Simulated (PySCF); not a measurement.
## Removing an electron from 1-chloro-3-methoxypropane

1-chloro-3-methoxypropane, C₄H₉ClO.
Numbering: `[CH3:1][O:2][CH2:3][CH2:4][CH2:5][Cl:6]` (hydrogens: H7, H8, H9 on C1; H10, H11 on C3; H12, H13 on C4; H14, H15 on C5)

Cartesian coordinates in Å at the PBE0-D3(BJ)/def2-SVP level; atoms count from 1:
```xyz
15
C4H9ClO angstrom
C      1.9100   -1.2787    0.2304
O      1.0632   -0.2529   -0.1811
C     -0.2809   -0.6308   -0.2530
C     -1.1101    0.5964   -0.5620
C     -0.9792    1.6865    0.4798
Cl    -1.6245    1.1725    2.0737
H      1.6432   -1.6564    1.2373
H      2.9336   -0.8802    0.2665
H      1.8935   -2.1380   -0.4697
H     -0.4331   -1.4001   -1.0381
H     -0.6145   -1.0727    0.7079
H     -2.1663    0.3062   -0.6769
H     -0.7762    1.0162   -1.5267
H     -1.5355    2.5883    0.1927
H      0.0766    1.9439    0.6342
```

Level: B3LYP/def2-SVPD (PySCF). Frontier orbitals with their largest atomic shares (Löwdin; up to four atoms above 4 %):

| orbital | ε (eV) | main atoms |
| --- | --- | --- |
| HOMO−3 | -9.06 | O2 46 %, C3 12 %, C1 12 %, C4 6 % |
| HOMO−2 | -8.15 | Cl6 73 %, C5 11 %, C4 6 % |
| HOMO−1 | -8.10 | Cl6 75 %, C5 12 %, H15 4 % |
| HOMO | -7.39 | ? |
| LUMO | 0.37 | Cl6 45 %, C5 16 %, C1 7 %, C3 4 % |
| LUMO+1 | 0.42 | Cl6 16 %, C5 12 %, C1 11 %, C4 10 % |
| LUMO+2 | 0.84 | Cl6 18 %, C1 16 %, H8 8 %, C4 8 % |

Task: What vertical ionisation energy does ΔSCF give, and how far is −ε(HOMO) from it?

Result: ΔSCF: 9.63 eV (930 kJ/mol; threshold wavelength 129 nm); ⟨S²⟩ of the doublet left behind is 0.754, against 0.75 for a pure doublet. −ε(HOMO) is 7.39 eV, 2.24 eV below it. For the exact functional −ε(HOMO) would equal the first vertical ionisation energy; B3LYP (global hybrid, 20 % exact exchange) falls short of its own ΔSCF value by 23 %.

Task: On which atoms does the HOMO lie?

Result: O2 (ether oxygen) 57 %, C3 (sp3 carbon bound to oxygen) 10 %, C1 (methoxy carbon) 10 %, H10 (methylene hydrogen) 5 %, so more than half of it is on one atom. The HOMO−1 lies 0.71 eV lower.

Task: Shift the occupied levels rigidly so that −ε(HOMO) equals the ΔSCF value. What binding energies result?

Result: The shift is +2.24 eV: HOMO 9.63, HOMO−1 10.34, HOMO−2 10.39, HOMO−3 11.30 eV. A rigid shift is only a rough guide to the deeper ionisations.

Task: How many of the 10 lowest singlet excitations (vertical TDDFT, same level) lie below the ionisation energy?

Result: All 10; they run from 6.82 to 8.14 eV.

Task: What kinetic energy would electrons from this vertical process carry with He I light (21.218 eV)?

Result: 21.22 − 9.63 = 11.59 eV.

The structure is a single PBE0-D3(BJ)/def2-SVP conformer in the gas phase; no vibrational or solvent corrections.
